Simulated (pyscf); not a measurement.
# Four-centre exchange: F–N(F)–F + F–SiH₂–F → F–SiH(F)–F + F–NH–F

Gas phase, singlet surface, charge 0. Bonds broken: F1–N2, Si6–H8. Bonds formed: F1–Si6, N2–H8. PySCF, gas phase, ωB97X-D3(BJ)/def2-SVP geometries.

Transition state (Å):

```xyz
9

F     -0.9039     0.0831     0.9092
N     -1.9748    -0.9174    -0.6171
F     -1.6451    -1.9986    -0.0057
F     -3.0581    -0.5127    -0.0601
F      0.8762    -0.7409    -0.5489
Si     0.2629     0.7523    -0.2802
F      0.9458     1.5606    -1.5482
H     -1.1068     0.8120    -1.0732
H      0.8846     1.5421     0.8030
```

One imaginary mode, 759i cm⁻¹; descent along it reached the two sides named.

```
bond    change  reactant side (Å)  saddle  product side
------  ------  -----------------  ------  ------------
F1–N2   breaks              1.372   2.116           3.8
Si6–H8  breaks              1.477   1.584           3.2
F1–Si6   forms                3.0   1.796         1.598
N2–H8    forms                3.5   1.988         1.029
```

Electronic energies relative to the separated reactants (eV):

| level | barrier | reaction energy |
|---|---|---|
| ωB97X-D3(BJ)/def2-TZVP | 2.69 | -3.54 |
| PBE/def2-TZVP | 1.87 | -3.30 |
| r²SCAN/def2-TZVP | 1.98 | -3.48 |
| B3LYP-D3(BJ)/def2-TZVP | 2.31 | -3.59 |
| PBE0-D3(BJ)/def2-TZVP | 2.41 | -3.51 |
| M06-2X/def2-TZVP | 2.74 | -3.75 |
| ωB97M-D3(BJ)/def2-TZVP | 2.59 | -3.62 |
| HF/def2-TZVP | 3.86 | -3.94 |

With ωB97M-D3(BJ)/def2-TZVP energies and thermal terms (ideal gas, 1 atm, RRHO with modes under 100 cm⁻¹ raised to 100, one conformer, R ln 2 for chiral ones without a mode under 150 cm⁻¹), in eV:

| T (K) | ΔH‡ | ΔG‡ | ΔH | ΔG |
|---|---|---|---|---|
| 298 | 2.57 | 3.04 | -3.51 | -3.53 |
| 600 | 2.60 | 3.51 | -3.51 | -3.56 |
| 900 | 2.63 | 3.95 | -3.53 | -3.58 |
| 1200 | 2.66 | 4.39 | -3.54 | -3.59 |

This is the saddle that the search found; another between the same sides may lie lower. A restricted solution here is unstable towards spin polarisation, so biradical character is likely and single-reference numbers are less safe.
